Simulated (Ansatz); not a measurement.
HB–NH, singlet in cc-pVTZ: errors against RCCSDT(Q)

Geometry: a PBE0/def2-TZVP stationary point for this spin, not checked as a minimum.

```xyz
4

B     0.0000    0.0000    0.5713
N     0.0000    0.0000   -0.6613
H     0.0000    0.0000    1.7429
H     0.0000    0.0000   -1.6528
```

Basis cc-pVTZ; Ansatz 0.2.0. Only valence electrons are correlated (noble-gas cores frozen), which leaves 10 electrons in 86 orbitals. R marks a restricted (for open shells ROHF) determinant. Active spaces: valence = (10e, 10o) chosen from the atoms' valence shells.

Full CI isn't at hand for all of this; RCCSDT(Q) serves as the reference, and is uncertain by the last step of the cluster series or more.

The UHF ⟨S²⟩ is 0.000. The T1 diagnostic (RCCSD) is 0.0161 and the largest doubles amplitude (RCCSD) is 0.054.

Problem. From what is known of these methods and the diagnostics, rank them by the size of their error in total energy against RCCSDT(Q) in cc-pVTZ, smallest first (an estimate: the text doesn't fix the numbers).
A. RCCSD
B. CASSCF (valence space)
C. MRCISD (valence space)
D. RCCSDT
E. NEVPT2 (valence space)

Solution. D (2.4 kJ/mol), C (30.7 kJ/mol), A (40.8 kJ/mol), E (105.5 kJ/mol), B (493.8 kJ/mol).

All errors are against RCCSDT(Q) in cc-pVTZ. Within each family the higher level lies nearer, as is usual though not guaranteed.

Natural occupations of CASSCF (valence space) about the gap: 1.984 1.981 1.978 1.957 1.957 0.043 0.043 0.024 0.020 0.012; effectively unpaired electrons, Σ n²(2−n)², 0.04.

Atomization energy (electronic, same basis, no zero-point term; atoms at the same level, unrestricted beside the R rows where the molecule is a closed shell, with restricted open-shell steps beyond CCSDT(Q)) at RCCSDT(Q): 1427.8 kJ/mol. Errors of other levels:

```
                   level  error (kJ/mol)
                     RHF          -394.0
                    RMP2            37.4
                   RCCSD           -29.4
                RCCSD(T)            -1.0
                 BCCD(T)            -0.6
                  RCCSDT            -2.3
  CASSCF (valence space)           -90.1
  NEVPT2 (valence space)           -27.7
  MRCISD (valence space)           -18.9
MRCISD+Q (valence space)            -8.6
```

This basis is far from its limit, so the value isn't to be set against a measured one. Truncated CI isn't size-consistent, which counts against it in atomization.
